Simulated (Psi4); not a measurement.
**A workflow on H2NO (SMILES N[O])**

We compute a structure relaxation (U-r2SCAN-3c/def2-mTZVPP), then vibrational wavenumbers, then the energy (USCS-MP2/aug-cc-pVDZ) of H2NO. 

The results are computed with Psi4 1.11.

**1. The structure to begin with**

H2NO: 4 atoms, total charge 0, spin state doublet. SMILES: `N[O]`. Geometry: relaxed at GFN2-xTB. The run starts from this shape.

Bond lengths: N1–O2 1.277 Å, N1–H3 1.017 Å, N1–H4 1.017 Å. Angles: O2–N1–H3 118.4°, O2–N1–H4 118.4°, H3–N1–H4 119.4°.

**2. A geometry optimisation at U-r2SCAN-3c/def2-mTZVPP (density fitting) (run 1)**

calc.py

```python
import psi4

psi4.set_memory('1600 MB')
psi4.set_num_threads(1)
psi4.set_output_file('run.log', False)

m = psi4.geometry("""
0 2
N     -0.02855376     0.07768664    -0.20324004
O      1.51996341     0.67506686     1.54919748
H     -1.83002968     0.73795695    -0.09465638
H      0.33862002    -1.49071045    -1.25130105
units au
""")

psi4.set_options({
    'reference': 'uks',
    'geom_maxiter': 60,
})

e_tot = psi4.optimize('r2scan-3c')
print(f'r2scan-3c energy: {e_tot:.10f} Eh')
print(m.to_string(dtype='xyz', units='Angstrom'))
```

On the command line:

```console
$ python calc.py
```

run.log:

```text
-----------------------------------------

    			 OPTKING 3.0: for geometry optimizations

    			        with contributions from

    			-----------------------------------------

[... 195 lines left out ...]
	   Step    Total Energy     Delta E     Max Force     RMS Force      Max Disp      RMS Disp   ~
[... 115 lines left out ...]
	  Convergence Criteria     1.00e-06 *    3.00e-04 *             o    1.20e-03 *             o
[... 123 lines left out ...]
	   Step    Total Energy     Delta E     Max Force     RMS Force      Max Disp      RMS Disp
[... 213 lines left out ...]
   @DF-UKS iter   7:  -131.07093342004259   -3.99041e-11   3.58038e-08 DIIS
[... 60 lines left out ...]
    Nuclear Repulsion Energy =             35.0940391484212952
[... 178 lines left out ...]
	                                 ==> Convergence Check <==
[... 218 lines left out ...]
   @DF-UKS iter   5:  -131.07093330980877   -1.28000e-09   1.48264e-07 DIIS
[... 60 lines left out ...]
    Nuclear Repulsion Energy =             35.1022371183578343
[... 178 lines left out ...]
	                                 ==> Convergence Check <==
[... 1 line left out ...]
	Measures of convergence in internal coordinates in au.

	Criteria marked as inactive (o), active & met (*), and active & unmet ( ).

	----------------------------------------------------------------------------------------------
	   Step    Total Energy     Delta E     Max Force     RMS Force      Max Disp      RMS Disp
	----------------------------------------------------------------------------------------------
	  Convergence Criteria     1.00e-06 *    3.00e-04 *             o    1.20e-03 *             o
	----------------------------------------------------------------------------------------------
	     4    -131.07093331    1.10e-07 *    3.56e-05 *    1.28e-05 o    4.50e-04 *    2.60e-04 o  ~
	----------------------------------------------------------------------------------------------

Next Geometry in Ang
	Fragment 1 (Ang)

	    N  -0.3880570723  -0.1492141720  -0.4400887514
	    O   0.4366182600   0.1785629728   0.4745895983
	    H  -1.3409957599   0.2069389245  -0.4034298406
	    H  -0.1972459913  -0.9684510745  -1.0134325255

    Final optimized geometry and variables:
    Molecular point group: c1
    Full point group: C1

    Geometry (in Bohr), charge = 0, multiplicity = 2:

    N           -0.733242334807    -0.281817560320    -0.831799967935
    O            0.825095697298     0.337404014503     0.896916875650
    H           -2.534116906551     0.390953266040    -0.762353602221
    H           -0.372824735188    -1.830127929287    -1.915047983075
```

The script printed:

```text
Optimizer: Optimization complete!
r2scan-3c energy: -131.0709333099 Eh
4
0 2 H2NO
N                    -0.388015133478    -0.149131430488    -0.440169586867
O                     0.436621839632     0.178546515264     0.474627970459
H                    -1.340996916120     0.206883558825    -0.403420152767
H                    -0.197290353436    -0.968461992789    -1.013399749983
```

Run time: 28 s. Hardware: 1 thread of AMD EPYC 9R45 (Zen 5), shared host; peak memory 0.59 GiB.

Step by step:

```tsv
step	energy from the first frame kept (eV)	largest force (eV/Å)
0	0.0000	0.2453
1	-0.0015	0.1241
2	-0.0017	0.0357
3	-0.0017	0.0124
```

After the run. Bond lengths: N1–O2 1.274 Å, N1–H3 1.018 Å, N1–H4 1.018 Å. Angles: O2–N1–H3 119.3°, O2–N1–H4 119.3°, H3–N1–H4 118.5°.

**3. The harmonic vibrations at U-r2SCAN-3c/def2-mTZVPP (density fitting) (run 2)**

job.in

```
memory 1600 mb

molecule geom {
  0 2
  N     -0.017604     0.034792    -0.100040
  O      0.807033     0.362470     0.814757
  H     -0.970586     0.390807    -0.063291
  H      0.173121    -0.784538    -0.673270
  units angstrom
  symmetry c1
}

set reference uks
set t 600.0
set rotational_symmetry_number 1

energy_value, wavefunction = frequencies('r2scan-3c', return_wfn=True)
```

On the command line:

```console
$ psi4 -i job.in -o job.out -n 1
```

job.out (excerpt; [...] marks lines left out):

```text
[...]
   @S^2 Observed:                7.546955736E-01
[...]
  @DF-UKS Final Energy:  -131.07093238148477
[...]
  Total G, Gibbs energy at  600.00 [K]                                                 -131.09636998 [Eh]
[...]
```

On the terminal:

```text
Warning: used thermodynamics relations inappropriate for low-frequency modes: ['333.8073']
```

Wall time 2.4 min (1 thread of AMD EPYC 9R45 (Zen 5), shared host); peak memory 0.58 GiB.

**4. A single-point energy at USCS-MP2/aug-cc-pVDZ (density fitting) (run 3)**

job.inp

```
memory 1.6 GB

molecule geom {
  0 2
  N     -0.017604     0.034792    -0.100040
  O      0.807033     0.362470     0.814757
  H     -0.970586     0.390807    -0.063291
  H      0.173121    -0.784538    -0.673270
  symmetry c1
}

set basis aug-cc-pVDZ
set reference uhf
set freeze_core true

e_tot = energy("scs-mp2")
print_variables()
```

On the command line:

```console
$ psi4 job.inp job.out -n 1
```

job.out:

```text
Psi4 1.11 release

   => Loading Basis Set <=

    Name: AUG-CC-PVDZ
    Role: ORBITAL
    Keyword: BASIS

         ---------------------------------------------------------
                                   SCF
                              UHF Reference
                        1 Threads,   1525 MiB Core
         ---------------------------------------------------------

  ==> Geometry <==

    Molecular point group: c1
    Full point group: C1

    Geometry (in Angstrom), charge = 0, multiplicity = 2:

       Center              X                  Y                   Z               Mass
    ------------   -----------------  -----------------  -----------------  -----------------
         N           -0.388015146995    -0.149131475630    -0.440169299880    14.003074004430
         O            0.436621853005     0.178546524370     0.474627700120    15.994914619570
         H           -1.340997146995     0.206883524370    -0.403420299880     1.007825032230
         H           -0.197290146995    -0.968461475630    -1.013399299880     1.007825032230

[... 79 lines left out ...]
   @UHF iter SAD:  -129.71283925501265   -1.29713e+02   0.00000e+00
[... 6 lines left out ...]
   @UHF iter   7:  -130.41969511945831   -6.54659e-04   9.10602e-05 DIIS
[... 6 lines left out ...]
   @UHF iter  14:  -130.41986005305660   -4.25786e-10   8.18996e-08 DIIS
[... 9 lines left out ...]
   @S^2 Observed:                7.688342156E-01
[... 48 lines left out ...]
    Two-Electron Energy =                  82.6468264847779039
[... 82 lines left out ...]
  DIE_IF_NOT_CONVERGED          => (empty)
[... 86 lines left out ...]
  R_CONVERGENCE                 => (empty)
[... 64 lines left out ...]
  "HF TOTAL ENERGY"                      =>    -130.419860053136
[... 23 lines left out ...]
  "SOS-PI-MP2 TOTAL ENERGY"              =>    -130.785651359838
[... 2 lines left out ...]
  Array Variable Map:
  ----------------------------------------------------------------------------
  "CURRENT DIPOLE"                       =>      -0.784846468923 ... -0.668446103311 1 by 3
  "SCF DIPOLE"                           =>      -0.784846468923 ... -0.668446103311 1 by 3
  "SCF TOTAL ENERGIES"                   =>    -129.712839255013 ... -130.419860053136 1 by 18

    Psi4 run time: 0:00:01.44
```

Wall time 2.4 s (1 thread of AMD EPYC 9R45 (Zen 5), shared host); peak memory 0.26 GiB.

**5. Summary of results**

| quantity | value |
| --- | --- |
| run 1, U-r2SCAN-3c/def2-mTZVPP: total energy at the end | -131.07093 Eh |
| run 1, U-r2SCAN-3c/def2-mTZVPP: dipole moment | 2.99 D |
| run 1, U-r2SCAN-3c/def2-mTZVPP: HOMO energy (highest over α and β) | -5.22 eV |
| run 1, U-r2SCAN-3c/def2-mTZVPP: LUMO energy (lowest over α and β) | -2.54 eV |
| run 1, U-r2SCAN-3c/def2-mTZVPP: ⟨S²⟩ | 0.755 |
| run 2, U-r2SCAN-3c/def2-mTZVPP: lowest harmonic wavenumber | 334 cm⁻¹ |
| run 2, U-r2SCAN-3c/def2-mTZVPP: highest harmonic wavenumber | 3525 cm⁻¹ |
| run 2, U-r2SCAN-3c/def2-mTZVPP: zero-point energy | 69.3 kJ/mol |
| run 2, U-r2SCAN-3c/def2-mTZVPP: ideal-gas entropy at 600 K (symmetry number 1 as used) | 64.2 cal/(mol K) |
| run 3, USCS-MP2/aug-cc-pVDZ: total energy | -130.76442 Eh |
| run 3, USCS-MP2/aug-cc-pVDZ: HOMO energy (Hartree–Fock orbitals) (highest over α and β) | -11.33 eV |
| run 3, USCS-MP2/aug-cc-pVDZ: LUMO energy (Hartree–Fock orbitals) (lowest over α and β) | 0.87 eV |
| run 3, USCS-MP2/aug-cc-pVDZ: correlation energy (2 core orbitals frozen) | -344.6 mEh |
| run 3, USCS-MP2/aug-cc-pVDZ: ⟨S²⟩ | 0.769 |

In words: The optimisation (run 1, U-r2SCAN-3c/def2-mTZVPP) took 4 steps and changed the energy by -0.002 eV. All 6 modes are real, so the shape is a minimum at this level.
